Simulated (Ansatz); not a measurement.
nitrous oxide (N2O), SMILES N#[N+][O-].

Geometry optimised at PBE0-D3(BJ)/def2-TZVP.

Two levels are set side by side: PBE/def2-TZVPD (Ansatz, a quantum-chemistry and plane-wave program) and CAM-B3LYP/def2-TZVPD (Ansatz). Energy differences of separate SCF runs at the same geometry; the states with an electron removed or added have multiplicity 2 and 2. Differences are taken from unrounded values.

```csv
quantity,PBE
vertical ionisation energy (eV),12.91
vertical singlet–triplet gap (eV),6.14
```

Question: These are the PBE values. What does CAM-B3LYP give? (The exact figures need the calculation; the answer reports its results.)

Answer: 
| quantity | CAM-B3LYP | PBE minus CAM-B3LYP |
|---|---|---|
| vertical ionisation energy (eV) | 12.93 | -0.02 |
| vertical singlet–triplet gap (eV) | 5.78 | 0.36 |
